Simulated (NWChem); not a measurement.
**Electron attachment to B (+1)**

```
B
```
Charge +1, spin multiplicity 1.

All runs are NWChem calculations.

Basis set: def2-TZVPD. −ε marks an orbital energy of the parent.

B3LYP has NWChem's definition, with VWN1-RPA local correlation.

**Question.** One of these methods gave a vertical electron affinity of 7.51 eV. Which?
A. −ε(LUMO) of PBE
B. −ε(LUMO) of HF
C. evGW0@PBE
D. −ε(LUMO) of B3LYP

**Answer.** B, −ε(LUMO) of HF. The others give 12.38 (−ε(LUMO) of B3LYP), 8.22 (evGW0@PBE), 13.36 (−ε(LUMO) of PBE).
